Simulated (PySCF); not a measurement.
These are B3LYP-D3(BJ)/def2-TZVP (PySCF) values and carry that method's errors. Gas-phase values, no solvent. B3LYP has the VWN-RPA correlation part, as in Gaussian. Delta-SCF ions had no search for a lower state. Excitations are Tamm–Dancoff values on a coarser integration grid. The basis has no diffuse functions, so Rydberg states are missing or too high.

Reference species (SMILES): `B(F)(F)F` (neutral, multiplicity 1).

```
Item                                       Result
--------------------------------------  ---------
S1 oscillator strength                      0.000
S1–T1 gap (TDA)                           0.25 eV
HOMO                                    -11.90 eV
vertical ionisation energy (Delta-SCF)   15.21 eV
```

After one change: the S1 oscillator strength is nearly the same; the S1–T1 gap (TDA) drops by 0.11 eV; the HOMO goes up by 4.76 eV; the vertical ionisation energy (Delta-SCF) decreases by 6.15 eV.

### Question
Name the change that produced these shifts. The new species is one of these.
A) `FB(F)I`
B) `FB(I)I`
C) `IB(I)I`

### Answer
C, `IB(I)I`
